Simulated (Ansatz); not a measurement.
# Two structures, one formula

Two relaxed structures of CHOS, doublet (PBE0-D4/def2-TZVP; forces vanish, vibrations not checked).

A:

O1  (-0.854, 0.372, -0.308)
C2  (-0.200, -0.559, 0.308)
S3  (1.311, -0.877, 0.652)
H4  (-0.256, 1.063, -0.652)
(Å)

B:

O1  (-0.819, 0.151, -0.139)
C2  (0.012, -0.651, 0.038)
S3  (1.531, -0.505, 0.941)
H4  (1.894, -1.771, 0.690)
(Å)

Program: Ansatz 0.2.0. Basis: def2-TZVPP. Cores are frozen in the correlated methods; orbitals are unrestricted. B3LYP uses VWN-RPA correlation.

(1) Which structure is lower at CCSD(T), and by how much? (Judge from chemistry; the value comes from the calculation.)

T1 diagnostic: at most 0.029. ⟨S²⟩ of the unrestricted Hartree–Fock references: 0.77 to 0.80 (a pure state has 0.75).

## Answers

(1) By the calculation: B, by 13.73 kcal/mol (electronic energy, against the other). By their contacts, A is CHOS ([OH][C][S]) and B is CHOS ([O][C][SH]).

All methods give the same order:

| method | E(B) − E(A) (kcal/mol) |
| --- | --- |
| PBE-D4 | -13.23 |
| r2SCAN-D4 | -12.98 |
| PBE0-D4 | -12.88 |
| B3LYP-D4 | -13.77 |
| wB97M-V | -14.04 |
| HF | -13.95 |
| MP2 | -14.52 |
| CCSD | -14.07 |
| CCSD(T) | -13.73 |

Labels in which every atom is bracketed show which atoms are joined, not bond orders.

For scale, one of the runs: CCSD(T)/def2-TZVPP, 118 basis functions, launched by `ansatz run in.yaml --threads 2 --pin off --events-out ev --progress --plain --max-ram 4352MiB`. The run took 22 s on 2 CPU threads of an Arm Neoverse V2 (shared host), with 1 GiB of host memory at its peak.
